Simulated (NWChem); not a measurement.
System: C3H4, triplet; SMILES of the neutral closed-shell parent C#CC

NWChem printed, in part:

```
             Northwest Computational Chemistry Package (NWChem) 7.3.0
             --------------------------------------------------------

 CS  symmetry detected

                             Geometry "geometry" -> ""
                             -------------------------

 Output coordinates in angstroms (scale by  1.889725989 to convert to a.u.)

  No.       Tag          Charge          X              Y              Z
 ---- ---------------- ---------- -------------- -------------- --------------
    1 C                    6.0000     0.10020135    -1.14448027     0.00000000
    2 C                    6.0000    -0.48805672     0.20234943     0.00000000
    3 C                    6.0000     0.06538276     1.41451178     0.00000000
    4 H                    1.0000    -0.20531739    -1.71478980    -0.89263700
    5 H                    1.0000    -0.20531739    -1.71478980     0.89263700
    6 H                    1.0000     1.20747644    -1.08298237     0.00000000
    7 H                    1.0000     1.13799400     1.67827629     0.00000000

 Effective nuclear repulsion energy (a.u.)      57.6329576523

      Symmetry information
      --------------------

 Group name             Cs
 Group number              2
 Group order               2
 No. of unique centers     6

                                 NWChem DFT Module
                                 -----------------

 Summary of "ao basis" -> "ao basis" (spherical)
 ------------------------------------------------------------------------------
       Tag                 Description            Shells   Functions and Types
 ---------------- ------------------------------  ------  ---------------------
 C                          def2-svp                 6       14   3s2p1d
 H                          def2-svp                 3        5   2s1p

      Symmetry analysis of basis
      --------------------------

        a'         43
        a"         19

            General Information
            -------------------
          SCF calculation type: DFT
          Wavefunction type:  spin polarized.
          No. of atoms     :     7
          No. of electrons :    22
           Alpha electrons :    12
            Beta electrons :    10
          Charge           :     0
          Spin multiplicity:     3
          Use of symmetry is: on ; symmetry adaption is: on
          Maximum number of iterations: 150
          AO basis - number of functions:    62
                     number of shells:    30
          Convergence on energy requested:  1.00D-06
          Convergence on density requested:  1.00D-05
          Convergence on gradient requested:  5.00D-04

              XC Information
              --------------
                        M06-L Method XC Functional
                         M06-L Exchange Functional  1.000
                       M06-L Correlation Potential  1.000

             Grid Information
             ----------------
          Grid used for XC integration:  fine
          Radial quadrature: Mura-Knowles
          Angular quadrature: Lebedev.
          Tag              B.-S. Rad. Rad. Pts. Rad. Cut. Ang. Pts.
          ---              ---------- --------- --------- ---------
          C                   0.70       70          10.0       590
          H                   0.35       60          11.0       590
          Grid pruning is: on
          Number of quadrature shells:   390
          Spatial weights used:  Erf1

      Superposition of Atomic Density Guess
      -------------------------------------

 Sum of atomic energies:        -114.87154762

      Non-variational initial energy
      ------------------------------

 Total energy =    -116.307453
 1-e energy   =    -266.639987
 2-e energy   =      92.699577
 HOMO         =      -0.264600
 LUMO         =      -0.108121

   Symmetry analysis of molecular orbitals - initial alpha
   -------------------------------------------------------

  Numbering of irreducible representations:

     1 a'          2 a"

  Orbital symmetries:

     1 a'          2 a'          3 a'          4 a'          5 a'
     6 a'          7 a"          8 a'          9 a'         10 a"
    11 a'         12 a'         13 a"         14 a'         15 a'
    16 a'         17 a"         18 a'         19 a'         20 a'
    21 a'         22 a"

   Symmetry analysis of molecular orbitals - initial beta
   ------------------------------------------------------

  Numbering of irreducible representations:

     1 a'          2 a"

  Orbital symmetries:

     1 a'          2 a'          3 a'          4 a'          5 a'
     6 a'          7 a"          8 a'          9 a'         10 a"
    11 a'         12 a'         13 a"         14 a'         15 a'
    16 a'         17 a"         18 a'         19 a'         20 a'
    21 a'         22 a"

     ---------------------------------------------
      Total Density - Mulliken Population Analysis
     ---------------------------------------------

    Atom       Charge   Shell Charges
 -----------   ------   -------------------------------------------------------
    1 C    6     6.16   1.99  0.96  0.15  2.01  1.04  0.02
    2 C    6     6.12   1.99  1.02  0.41  1.71  0.96  0.04
    3 C    6     6.19   1.99  1.02  0.41  1.71  1.02  0.03
    4 H    1     0.87   0.65  0.20  0.02
    5 H    1     0.87   0.65  0.20  0.02
    6 H    1     0.88   0.63  0.22  0.02
    7 H    1     0.90   0.64  0.23  0.03

     --------------------------------------------
      Spin Density - Mulliken Population Analysis
     --------------------------------------------

    Atom       Charge   Shell Charges
 -----------   ------   -------------------------------------------------------
    1 C    6     0.09   0.00  0.02 -0.03  0.08  0.02  0.01
    2 C    6     0.80   0.00  0.04  0.10  0.41  0.24  0.01
    3 C    6     0.85   0.00  0.06  0.06  0.43  0.29  0.01
    4 H    1     0.02   0.01  0.01  0.00
    5 H    1     0.02   0.01  0.01  0.00
    6 H    1     0.10   0.05  0.05  0.00
    7 H    1     0.12   0.07  0.05  0.00

   convergence    iter        energy       DeltaE   RMS-Dens  Diis-err
 ---------------- ----- ----------------- --------- --------- ---------
 d= 0,ls=0.0,diis     1   -116.3785465151 -1.74D+02  1.02D-02  5.10D-02
                                                     4.70D-03  4.78D-02
 d= 0,ls=0.0,diis     2   -116.4214559448 -4.29D-02  3.28D-03  8.37D-03
                                                     2.08D-03  7.99D-03
 d= 0,ls=0.0,diis     3   -116.4178065086  3.65D-03  1.88D-03  5.92D-03
                                                     1.78D-03  6.52D-03
 d= 0,ls=0.0,diis     4   -116.4210450149 -3.24D-03  9.30D-04  1.98D-03
                                                     8.25D-04  1.85D-03
 d= 0,ls=0.0,diis     5   -116.4221375098 -1.09D-03  3.65D-04  3.47D-04
                                                     3.11D-04  2.63D-04
  Resetting Diis
 d= 0,ls=0.0,diis     6   -116.4223063562 -1.69D-04  9.16D-05  2.41D-05
                                                     8.50D-05  3.28D-05
 d= 0,ls=0.0,diis     7   -116.4223223102 -1.60D-05  5.06D-05  2.00D-06
                                                     5.51D-05  2.04D-06
 d= 0,ls=0.0,diis     8   -116.4223224979 -1.88D-07  2.21D-05  2.47D-06
                                                     1.90D-05  2.55D-06
 d= 0,ls=0.0,diis     9   -116.4223238748 -1.38D-06  8.84D-06  1.04D-07
                                                     4.11D-06  4.62D-08
 d= 0,ls=0.0,diis    10   -116.4223239030 -2.82D-08  4.00D-06  6.00D-08
                                                     4.55D-06  8.65D-08

         Total DFT energy =     -116.422323902971
      One electron energy =     -268.991029929898
           Coulomb energy =      112.554283789739
    Exchange-Corr. energy =      -17.618535415154
 Nuclear repulsion energy =       57.632957652343

 Numeric. integr. density =       21.999998677616

                  Occupations of the irreducible representations
                  ----------------------------------------------

                     irrep           alpha         beta
                     --------     --------     --------
                     a'               10.0          8.0
                     a"                2.0          2.0

                    DFT Final Alpha Molecular Orbital Analysis
                    ------------------------------------------

 Vector   10  Occ=1.000000D+00  E=-2.799727D-01  Symmetry=a'
              MO Center= -1.6D-01,  6.1D-01, -1.8D-15, r^2= 2.4D+00
   Bfn.  Coefficient  Atom+Function         Bfn.  Coefficient  Atom+Function
  ----- ------------  ---------------      ----- ------------  ---------------
    33      0.414558  3 C  py                18     -0.364332  2 C  px
    36      0.223595  3 C  py                21     -0.207605  2 C  px
    53      0.194057  6 H  s                 32     -0.191834  3 C  px
    31      0.144669  3 C  s                  4      0.140256  1 C  px
    19     -0.131007  2 C  py                35     -0.118443  3 C  px

 Vector   11  Occ=1.000000D+00  E=-2.545631D-01  Symmetry=a"
              MO Center= -1.7D-01,  6.1D-01, -2.1D-15, r^2= 2.0D+00
   Bfn.  Coefficient  Atom+Function         Bfn.  Coefficient  Atom+Function
  ----- ------------  ---------------      ----- ------------  ---------------
    34      0.430837  3 C  pz                20      0.389966  2 C  pz
    37      0.270966  3 C  pz                23      0.244218  2 C  pz
    43      0.147519  4 H  s                 48     -0.147519  5 H  s
     6     -0.127792  1 C  pz                44      0.086136  4 H  s
    49     -0.086136  5 H  s                  9     -0.067441  1 C  pz

 Vector   12  Occ=1.000000D+00  E=-1.712801D-01  Symmetry=a'
              MO Center= -2.8D-01,  7.6D-01,  1.8D-16, r^2= 2.3D+00
   Bfn.  Coefficient  Atom+Function         Bfn.  Coefficient  Atom+Function
  ----- ------------  ---------------      ----- ------------  ---------------
    18      0.405504  2 C  px                21      0.354517  2 C  px
    17     -0.285456  2 C  s                 32     -0.279626  3 C  px
    31      0.260547  3 C  s                 36      0.239055  3 C  py
    58     -0.228829  7 H  s                 30      0.226200  3 C  s
    33      0.213767  3 C  py                35     -0.207851  3 C  px

 Vector   13  Occ=0.000000D+00  E=-2.528049D-02  Symmetry=a"
              MO Center= -1.9D-01,  6.4D-01, -4.4D-16, r^2= 2.3D+00
   Bfn.  Coefficient  Atom+Function         Bfn.  Coefficient  Atom+Function
  ----- ------------  ---------------      ----- ------------  ---------------
    23      0.578394  2 C  pz                37     -0.576513  3 C  pz
    20      0.477342  2 C  pz                34     -0.449511  3 C  pz
    44      0.223698  4 H  s                 49     -0.223698  5 H  s
    43      0.141520  4 H  s                 48     -0.141520  5 H  s
     9      0.037737  1 C  pz                11      0.032601  1 C  d -1

 Vector   14  Occ=0.000000D+00  E= 8.738750D-02  Symmetry=a'
              MO Center=  1.3D-01, -1.6D+00, -3.4D-13, r^2= 4.1D+00
   Bfn.  Coefficient  Atom+Function         Bfn.  Coefficient  Atom+Function
  ----- ------------  ---------------      ----- ------------  ---------------
     3      2.647533  1 C  s                 44     -1.263207  4 H  s
    49     -1.263207  5 H  s                 54     -0.918365  6 H  s
     8     -0.435115  1 C  py                 2      0.278172  1 C  s
    22      0.260637  2 C  py                17     -0.248854  2 C  s
     5     -0.183403  1 C  py                 1     -0.147593  1 C  s

 Vector   15  Occ=0.000000D+00  E= 1.179032D-01  Symmetry=a'
              MO Center=  1.0D+00,  1.1D-01, -1.1D-16, r^2= 4.8D+00
   Bfn.  Coefficient  Atom+Function         Bfn.  Coefficient  Atom+Function
  ----- ------------  ---------------      ----- ------------  ---------------
    59      1.336917  7 H  s                 54      1.185574  6 H  s
     7     -0.887699  1 C  px                17     -0.796597  2 C  s
    31     -0.687225  3 C  s                 35     -0.682473  3 C  px
    44     -0.525797  4 H  s                 49     -0.525797  5 H  s
     4     -0.333252  1 C  px                32     -0.283188  3 C  px

                     DFT Final Beta Molecular Orbital Analysis
                     -----------------------------------------

 Vector    8  Occ=1.000000D+00  E=-3.932297D-01  Symmetry=a"
              MO Center= -7.0D-02, -1.2D+00, -1.2D-14, r^2= 1.4D+00
   Bfn.  Coefficient  Atom+Function         Bfn.  Coefficient  Atom+Function
  ----- ------------  ---------------      ----- ------------  ---------------
     6      0.425291  1 C  pz                43     -0.298706  4 H  s
    48      0.298706  5 H  s                  9      0.191147  1 C  pz
    20      0.158266  2 C  pz                44     -0.084525  4 H  s
    49      0.084525  5 H  s                 23      0.078786  2 C  pz
    34      0.061325  3 C  pz

 Vector    9  Occ=1.000000D+00  E=-3.822392D-01  Symmetry=a'
              MO Center=  2.1D-01, -1.1D+00,  3.2D-14, r^2= 1.6D+00
   Bfn.  Coefficient  Atom+Function         Bfn.  Coefficient  Atom+Function
  ----- ------------  ---------------      ----- ------------  ---------------
     4      0.319502  1 C  px                53      0.299292  6 H  s
     5      0.285411  1 C  py                43     -0.209037  4 H  s
    48     -0.209037  5 H  s                  7      0.138479  1 C  px
     8      0.132556  1 C  py                19     -0.128699  2 C  py
    54      0.103925  6 H  s                 18      0.096096  2 C  px

 Vector   10  Occ=1.000000D+00  E=-2.306627D-01  Symmetry=a"
              MO Center= -1.5D-01,  6.8D-01,  9.8D-16, r^2= 1.9D+00
   Bfn.  Coefficient  Atom+Function         Bfn.  Coefficient  Atom+Function
  ----- ------------  ---------------      ----- ------------  ---------------
    34      0.424120  3 C  pz                20      0.375009  2 C  pz
    37      0.294326  3 C  pz                23      0.249060  2 C  pz
    43      0.137944  4 H  s                 48     -0.137944  5 H  s
     6     -0.107141  1 C  pz                44      0.092236  4 H  s
    49     -0.092236  5 H  s                  9     -0.046628  1 C  pz

 Vector   11  Occ=0.000000D+00  E=-1.363250D-01  Symmetry=a'
              MO Center= -3.6D-01,  9.2D-01, -1.3D-15, r^2= 2.1D+00
   Bfn.  Coefficient  Atom+Function         Bfn.  Coefficient  Atom+Function
  ----- ------------  ---------------      ----- ------------  ---------------
    18      0.321011  2 C  px                33     -0.314424  3 C  py
    36     -0.300329  3 C  py                21      0.280663  2 C  px
    17     -0.263871  2 C  s                 31     -0.248768  3 C  s
    35      0.192539  3 C  px                32      0.158785  3 C  px
    53     -0.139725  6 H  s                 54     -0.119786  6 H  s

[...]

                         DFT ENERGY GRADIENTS

    atom               coordinates                        gradient
                 x          y          z           x          y          z
   1 C       0.189353  -2.162754   0.000000   -0.001128  -0.003329   0.000000
   2 C      -0.922293   0.382385   0.000000    0.000513   0.003222   0.000000
   3 C       0.123556   2.673040   0.000000   -0.000138  -0.002894   0.000000
   4 H      -0.387994  -3.240483  -1.686839   -0.000623   0.000052  -0.001420
   5 H      -0.387994  -3.240483   1.686839   -0.000623   0.000052   0.001420
   6 H       2.281800  -2.046540   0.000000    0.001961   0.001511   0.000000
   7 H       2.150497   3.171482   0.000000    0.000038   0.001385   0.000000
```

Level: M06-L/def2-SVP, spin-unrestricted. In the optimisation the excess spin sits in a' (Cs, its own frame). The geometry was optimised at PBE0/def2-SVP, spin-unrestricted. The spin multiplicity was typed, not searched, and may not be the lowest. No stability test was run on the SCF state.

Task: Which NWChem input produces such a log?

Result: This is not unique; one that fits is the input that was run:
```
start job
memory heap 200 mb stack 900 mb global 1100 mb
geometry units angstroms noautoz
  C      0.080077    -1.145541     0.000000
  C     -0.480835     0.212905     0.000000
  C      0.096995     1.413632     0.000000
  H     -0.236908    -1.709558    -0.892637
  H     -0.236908    -1.709558     0.892637
  H      1.188369    -1.106439     0.000000
  H      1.174719     1.655660     0.000000
end
basis spherical
  C library def2-svp
  H library def2-svp
end
dft
  odft
  mult 3
  xc m06-l
  grid fine
  iterations 150
  mulliken
end
task dft gradient
```
